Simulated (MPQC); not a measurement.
**AlH2F (SMILES [H][Al]([H])[F]) at 6 levels**

Wanted: a comparison of 6 runs (HF/STO-3G, HF/3-21G, HF/def2-SVP, HF/pcseg-2, B3LYP/6-31G*, PBE0/def2-SVP) of AlH2F. 

The calculation is run with MPQC 2.3.1.

2 further runs of the same task are left out: 1 that didn't finish, 1 set aside as unsound or not needed.

## (1) The structure to begin with

AlH2F: 4 atoms, total charge 0, spin state singlet. As SMILES, `[H][Al]([H])[F]`. Geometry: a GFN2-xTB relaxation, a rough one for these elements and not checked as a minimum.

Bond lengths: Al1–F4 1.642 Å, Al1–H2 1.528 Å, Al1–H3 1.528 Å. Angles: H2–Al1–F4 119.2°, H3–Al1–F4 119.2°, H2–Al1–H3 121.7°.

## (2) Energy and forces at HF/STO-3G (run 1)

Input file mol.in:

```
molecule<Molecule>: (
  symmetry = c1
  unit = angstrom
  { atoms geometry } = {
    Al [ 0.019600     0.032680     0.000940 ]
    H  [ 1.546910    -0.017870     0.014080 ]
    H  [ -0.738990     1.358820    -0.019420 ]
    F  [ -0.827520    -1.373630     0.004400 ]
  }
)
basis<GaussianBasisSet>: (
  name = "STO-3G"
  molecule = $:molecule
  basisdir = "."
  puream = yes
)
mpqc: (
  checkpoint = no
  savestate = no
  restart = no
  do_energy = yes
  do_gradient = yes
  optimize = no
  mole<CLHF>: (
    molecule = $:molecule
    basis = $:basis
    total_charge = 0
    memory = 1000000000
    print_evals = yes
    print_npa = yes
    maxiter = 120
    value_accuracy = 1e-08
    guess_wavefunction<CLHF>: (
      molecule = $:molecule
      total_charge = 0
      memory = 1000000000
      value_accuracy = 1e-3
      basis<GaussianBasisSet>: (
        name = "STO-2G"
        molecule = $:molecule
      )
    )
  )
)
```

The basis set STO-3G is read from a file made from the Basis Set Exchange's data (not shown).

Command:

```
$ mpqc -o mol.out mol.in
```

The log of the run:

```text
MPQC: Massively Parallel Quantum Chemistry
[...]
  LUMO is    13   A =   0.340624
  total scf energy = -338.2342523408
[...]
Value of the MolecularEnergy: -338.2342523408
  Gradient of the MolecularEnergy:
      1   -0.0026274669
      2   -0.0041536125
      3    0.0002767603
      4    0.0268362505
      5    0.0012798856
      6    0.0001438746
      7   -0.0113541287
      8    0.0242121585
      9   -0.0004151016
     10   -0.0128546548
     11   -0.0213384316
     12   -0.0000055333
[...]
      symmetry = c1
[...]
```

It took 0.12 s on 1 thread of Arm Neoverse V1, shared host.

## (3) Energy and forces at HF/3-21G (run 2)

Input file mol.in:

```
molecule<Molecule>: (
   symmetry = c1
   unit = angstrom
   { atoms geometry } = {
      Al [ 0.019600     0.032680     0.000940 ]
      H  [ 1.546910    -0.017870     0.014080 ]
      H  [ -0.738990     1.358820    -0.019420 ]
      F  [ -0.827520    -1.373630     0.004400 ]
   }
)
basis<GaussianBasisSet>: (
   name = "3-21G"
   molecule = $:molecule
   basisdir = "."
   puream = yes
)
mpqc: (
   checkpoint = no
   savestate = no
   restart = no
   do_energy = yes
   do_gradient = yes
   optimize = no
   mole<CLHF>: (
      molecule = $:molecule
      basis = $:basis
      total_charge = 0
      memory = 1000000000
      print_evals = yes
      print_npa = yes
      maxiter = 120
      value_accuracy = 1e-08
      guess_wavefunction<CLHF>: (
         molecule = $:molecule
         total_charge = 0
         memory = 1000000000
         value_accuracy = 1e-3
         basis<GaussianBasisSet>: (
            name = "3-21G"
            molecule = $:molecule
         )
      )
   )
)
```

The basis set 3-21G is read from a file made from the Basis Set Exchange's data (not shown).

Command:

```
$ mpqc mol.in > mol.out
```

The log of the run:

```text
MPQC: Massively Parallel Quantum Chemistry
[...]
  LUMO is    13   A =   0.051881
  total scf energy = -340.6986769817
[...]
Value of the MolecularEnergy: -340.6986769817
  Gradient of the MolecularEnergy:
      1    0.0014379411
      2    0.0025575080
      3    0.0001269080
      4   -0.0190357829
      5    0.0038246374
      6   -0.0002562888
      7    0.0123311731
      8   -0.0151281911
      9    0.0002040371
     10    0.0052666688
     11    0.0087460456
     12   -0.0000746563
[...]
      symmetry = c1
[...]
```

Run time: 0.2 s. Hardware: 1 thread of Arm Neoverse V1, shared host.

Run 3 isn't shown in full; the table further down has it.

## (4) Energy and forces at HF/pcseg-2 (run 4)

Input file job.in:

```
% emacs should use -*- KeyVal -*- mode
molecule<Molecule>: (
   symmetry = c1
   unit = angstrom
   { atoms geometry } = {
      Al [ 0.019600     0.032680     0.000940 ]
      H  [ 1.546910    -0.017870     0.014080 ]
      H  [ -0.738990     1.358820    -0.019420 ]
      F  [ -0.827520    -1.373630     0.004400 ]
   }
)
basis<GaussianBasisSet>: (
   name = "pcseg-2"
   molecule = $:molecule
   basisdir = "."
   puream = yes
)
mpqc: (
   checkpoint = no
   savestate = no
   restart = no
   do_energy = yes
   do_gradient = yes
   optimize = no
   mole<CLHF>: (
      molecule = $:molecule
      basis = $:basis
      total_charge = 0
      memory = 1000000000
      print_evals = yes
      print_npa = yes
      maxiter = 120
      value_accuracy = 1e-08
      guess_wavefunction<ExtendedHuckelWfn>: (
         molecule = $:molecule
         total_charge = 0
         multiplicity = 1
         basis<GaussianBasisSet>: (
            name = "STO-3G"
            molecule = $:molecule
         )
      )
   )
)
```

The basis set pcseg-2 is read from a file made from the Basis Set Exchange's data (not shown).

Command:

```
$ mpqc job.in > job.out
```

The log of the run:

```text
MPQC: Massively Parallel Quantum Chemistry
[...]
  CLSCF::init: total charge = 0
[...]
  nbasis = 92
[...]
  iter     1 energy = -338.8650596350 delta = 7.61249e-02
[...]
  LUMO is    13   A =   0.037003
  total scf energy = -342.6287283630
[...]
Value of the MolecularEnergy: -342.6287283630
  Gradient of the MolecularEnergy:
      1    0.0080859465
      2    0.0135866044
      3    0.0001061443
      4   -0.0119091247
      5    0.0030484090
      6   -0.0001857219
      7    0.0083108700
      8   -0.0091861383
      9    0.0001111952
     10   -0.0044876919
     11   -0.0074488752
     12   -0.0000316176
[...]
      symmetry = c1
[...]
```

Wall time 16 s (1 thread of Arm Neoverse V1, shared host); peak memory 0.49 GiB.

Run 5 isn't shown in full; the table further down has it.

## (5) Energy and gradient at PBE0/def2-SVP (run 6)

Changes to mol.in since step 3:

```diff
@@ -1 +1,2 @@
+% emacs should use -*- KeyVal -*- mode
 molecule<Molecule>: (
@@ -11,3 +12,3 @@
 basis<GaussianBasisSet>: (
-   name = "3-21G"
+   name = "def2-SVP"
    molecule = $:molecule
@@ -23,3 +24,3 @@
    optimize = no
-   mole<CLHF>: (
+   mole<CLKS>: (
       molecule = $:molecule
@@ -32,2 +33,8 @@
       value_accuracy = 1e-08
+      functional<SumDenFunctional>: (
+         a0 = 0.25
+         coefs = [ 0.75 1 ]
+         funcs: [ <PBEXFunctional>: () <PBECFunctional>: () ]
+      )
+      integrator<RadialAngularIntegrator>: ( grid = xfine )
       guess_wavefunction<CLHF>: (
@@ -38,3 +45,3 @@
          basis<GaussianBasisSet>: (
-            name = "3-21G"
+            name = "STO-2G"
             molecule = $:molecule
```

The basis set def2-SVP is read from a file made from the Basis Set Exchange's data (not shown).

Command:

```
$ mpqc -o mol.out mol.in
```

The log of the run:

```text
MPQC: Massively Parallel Quantum Chemistry
[...]
  Integrated electron density error = -0.003523405258
  iter     1 energy = -342.8253390644 delta = 1.97180e-01
  Integrated electron density error = -0.000546995604
  iter     2 energy = -343.0586911808 delta = 3.97694e-02
[...]
  Integrated electron density error = 0.000001488355
  iter     9 energy = -343.1492074636 delta = 1.00402e-06
  Integrated electron density error = 0.000001488353
  iter    10 energy = -343.1492074636 delta = 1.22753e-07
  Integrated electron density error = 0.000001488361
  iter    11 energy = -343.1492074636 delta = 2.46219e-08
[...]
  LUMO is    13   A =  -0.043778
  total scf energy = -343.1492074636
[...]
  Integrated electron density error = 0.000001480188
  Total Gradient:
[...]
Value of the MolecularEnergy: -343.1492074636
  Gradient of the MolecularEnergy:
      1   -0.0022626049
      2   -0.0038375742
      3    0.0001302749
      4   -0.0160726637
      5    0.0034683373
      6   -0.0002200534
      7    0.0106279319
      8   -0.0126690414
      9    0.0001717633
     10    0.0077073367
     11    0.0130382784
     12   -0.0000819849
[...]
        symmetry = c1
[...]
```

Run time: 9.6 s. Hardware: 1 thread of Arm Neoverse V1, shared host.

## (6) Overview of the runs

```
run                               level  starting guess  integration grid  energy (Eh)  HOMO energy (eV)  LUMO energy (eV)  HOMO–LUMO gap (eV)  wall time
  1                           HF/STO-3G          STO-2G                 –  -338.234252             -8.93              9.27               18.20     0.12 s
  2                            HF/3-21G           3-21G                 –  -340.698677            -11.92              1.41               13.33      0.2 s
  3                         HF/def2-SVP          STO-2G                 –  -342.418757            -12.12              1.50               13.62     0.83 s
  4                          HF/pcseg-2   huckel STO-3G                 –  -342.628728            -12.14              1.01               13.14       16 s
  5  B3LYP/6-31G* (spherical functions)   huckel STO-3G             xfine  -343.524998             -8.47             -1.38                7.09      7.8 s
  6                       PBE0/def2-SVP          STO-2G             xfine  -343.149207             -8.73             -1.19                7.54      9.6 s
```

## (7) Results

```
                       quantity          value
            run 6: total energy  -343.14921 Eh
             run 6: HOMO energy       -8.73 eV
             run 6: LUMO energy       -1.19 eV
           run 6: HOMO–LUMO gap        7.54 eV
run 6: largest force on an atom     0.850 eV/Å
```

**Reading.** The HOMO–LUMO gap runs from 7.09 eV (B3LYP/6-31G*) to 18.20 eV (HF/STO-3G). The two ends differ in method and basis. Totals of different functionals can't be ranked against each other. In run 1 the basis is minimal, so the values are rough. All runs together took 34 s, the longest 16 s.
